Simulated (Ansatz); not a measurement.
# CH3Si2: the cost of one run

Method: UKS PBE0/STO-3G, in Ansatz 0.2.0.

### 1 The structure to begin with

Bond lengths: C1–Si2 1.716 Å, Si2–Si3 2.227 Å, C1–H4 1.089 Å, Si3–H5 1.481 Å, Si3–H6 1.480 Å. Angles: C1–Si2–Si3 172.1°, Si2–C1–H4 120.1°, Si2–Si3–H5 121.3°, Si2–Si3–H6 122.2°, H5–Si3–H6 104.6°.

As a file:

```xyz
6

C    -1.8380   -1.2634   -0.8838
Si   -0.4643   -0.4742   -0.2255
Si    1.1620    0.8098    0.5896
H    -1.8275   -2.3415   -1.0358
H     1.9603    1.6939   -0.2910
H     1.0076    1.5753    1.8464
```

### 2 Preparing the start

Contents of input.yaml:

```yaml
crystal:
  periodic: [false, false, false]
  atoms:
    - { symbol: C, position_ang: [-1.83797, -1.2634, -0.88375] }
    - { symbol: Si, position_ang: [-0.46428, -0.47415, -0.22549] }
    - { symbol: Si, position_ang: [1.16198, 0.80978, 0.58963] }
    - { symbol: H, position_ang: [-1.82754, -2.34147, -1.0358] }
    - { symbol: H, position_ang: [1.96026, 1.6939, -0.29097] }
    - { symbol: H, position_ang: [1.00756, 1.57534, 1.84639] }
magnetization:
  spin_polarized: true
  initial_magnetization: 1
basis:
  gaussian: { orbitals: STO-3G }
hamiltonian:
  xc: pbe0
relax:
  f_tol: 0.02
  max_steps: 40
```

Launch:

```
$ ansatz run input.yaml --threads 1 --pin off --max-ram 2048MiB --backend cpu --events-out ev --progress --plain --runs-dir out
```

What time and memory should one allow on 1 thread of an Arm CPU, shared host?

About 20 s, with a peak of 0.13 GiB.
